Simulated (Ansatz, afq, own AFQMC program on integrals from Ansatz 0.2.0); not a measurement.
# AlH3 + O, triplet: a scan with AFQMC

```xyz
5

Al   -1.0312    0.0000    0.0000
H    -1.8241    1.3734    0.0000
H    -1.8241   -1.3734    0.0000
H     0.5547    0.0000    0.0000
O     1.9338    0.0000    0.0000
```

A hydrogen atom is moved from one rigid fragment to the other; the Al1–H4 distance tells how far. The two fragments are held close together, so this isn't a minimum-energy path and the start is a compressed complex. Energies in eV count from this geometry (1.586 Å) at the same level; the start stands on UHF, each point on the determinant named.

Basis cc-pVTZ. Only valence electrons are correlated. Integrals, coupled cluster, full CI and functionals: Ansatz 0.2.0; the random walks run on the same integrals in our own AFQMC program. The CISD trial takes its coefficients from CCSD amplitudes. Released means that phaseless walkers are propagated on without the constraint, phases kept. Error bars are statistical, one sigma.

Cautions, each for one point or more: lower spins were not checked.

```json
{"r(Al1–H4) / Å": "1.697", "det.": "UHF", "T1": "0.024", "weight": "0.88", "⟨S²⟩": "2.04", "CCSD(T)": "-0.143", "ph-AFQMC/CISD": "-0.140 ± 0.007", "released AFQMC": "–", "wB97M-V": "-0.138", "HF": "0.060"}
{"r(Al1–H4) / Å": "1.753", "det.": "UHF", "T1": "0.021", "weight": "0.88", "⟨S²⟩": "2.04", "CCSD(T)": "-0.239", "ph-AFQMC/CISD": "-0.226 ± 0.007", "released AFQMC": "-0.218 ± 0.009*", "wB97M-V": "-0.226", "HF": "0.033"}
{"r(Al1–H4) / Å": "1.808", "det.": "UHF", "T1": "0.018", "weight": "0.88", "⟨S²⟩": "2.04", "CCSD(T)": "-0.350", "ph-AFQMC/CISD": "-0.337 ± 0.007", "released AFQMC": "-0.333 ± 0.009", "wB97M-V": "-0.326", "HF": "-0.047"}
{"r(Al1–H4) / Å": "1.864", "det.": "UHF", "T1": "0.016", "weight": "0.89", "⟨S²⟩": "2.03", "CCSD(T)": "-0.467", "ph-AFQMC/CISD": "-0.453 ± 0.006", "released AFQMC": "-0.459 ± 0.010", "wB97M-V": "-0.430", "HF": "-0.170"}
{"r(Al1–H4) / Å": "1.975", "det.": "UHF", "T1": "0.014", "weight": "0.89", "⟨S²⟩": "2.02", "CCSD(T)": "-0.603", "ph-AFQMC/CISD": "-0.598 ± 0.007", "released AFQMC": "-0.597 ± 0.009", "wB97M-V": "-0.540", "HF": "-0.399"}
```

Weight is that of the determinant in the CISD state; at the start T1 is 0.026 and the weight 0.88, and ⟨S²⟩ is 2.03. An asterisk marks released energies that aren't shown to be converged. A dash marks a missing value, a released energy that hasn't settled or a functional that sits on another state. Largest departures from phaseless AFQMC with a CISD trial: CCSD(T) -0.014 eV at 1.864 (on UHF), released AFQMC -0.006 eV at 1.864 (on UHF) (within the noise), wB97M-V 0.058 eV at 1.975, HF 0.291 eV at 1.808 (on UHF). The walk's constraint bias lies outside its error bars, so these are departures and not errors. Functionals count only at points shown to share the start's state and spin.

Some points may be missing: those where a free walk finds a much lower state, and past Zn most of those on another determinant than at the start.

A walk keeps the symmetry of its determinant, which the program's search chose and which needn't be the lowest solution, so a lower state of the same spin and another symmetry isn't excluded.
